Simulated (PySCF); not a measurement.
Species: C3H6N (doublet state).
Geometry (GFN2-xTB, Å), atoms numbered from 1 in this order:
```xyz
10
C3H6N angstrom
C      1.2300   -0.4145   -0.3702
C      0.3507    0.6997   -0.0083
C     -0.7881   -0.0986    0.6086
N     -1.8697   -0.4348    0.0700
H      1.0831   -0.9377   -1.2957
H      1.8429   -0.8798    0.3779
H      0.7889    1.3669    0.7336
H      0.0004    1.2620   -0.8745
H     -0.6001   -0.4703    1.6093
H     -2.0293   -0.0881   -0.8733
```

The hyperfine couplings belong to this conformer and change with its torsions.

As a line formula: `[H]/N=C\C[CH2]` [radical].

Level of theory: UKS B3LYP, pcH-1 on C H N, non-relativistic, mean-field spin-orbit, GIAO (PySCF 2.14.0). Isolated species at its GFN2-xTB geometry (one conformer only). A GFN2-xTB geometry isn't a minimum of the functional, and hyperfine couplings can be far from their values at a DFT geometry. No stability test was run, so a lower SCF solution isn't excluded.

Task: Match the computed a_iso(13C) values +91.3, +77.2, -26.5 MHz with the sites C1; C2; C3.

Result: 
| site | a_iso (MHz) | ρ(0) (bohr⁻³) | position | distance from C1 (Å) | spin population | largest \|T\| (MHz) |
| --- | --- | --- | --- | --- | --- | --- |
| C1 | +91.3 | +0.0812 | largest spin population | 0.00 | +1.02 | 154.5 |
| C2 | -26.5 | -0.0235 | 1 bond from C1 | 1.46 | -0.07 | 3.6 |
| C3 | +77.2 | +0.0687 | 2 bonds from C1 | 2.27 | -0.01 | 15.9 |

ρ(0) is the spin density at the nucleus and T the dipolar tensor; entries for several nuclei are means. The Mulliken spin populations are largest on C1 (+1.02), N4 (+0.12) and C2 (-0.07). No atom but C1 exceeds +0.15. The angles at C1 add up to 358.0°, so it is nearly planar; its axial dipolar tensor and the negative couplings of its protons fit spin in a p orbital normal to that plane.

Examples of negative spin density at the nucleus (bohr⁻³): C2 (-0.0235) and H5/H6 (-0.0132).

Nuclei that the bonding pattern makes equivalent are averaged, as if the motion that swaps them (rotation, inversion, ring flip) were fast. The 1H value of +33.7 MHz is a mean of couplings from 23.1 to 44.4 MHz in this one geometry, not an average over conformers.

Hardware: x86-64 server, one thread, no GPU, shared host. Cost: 12 s of wall time.
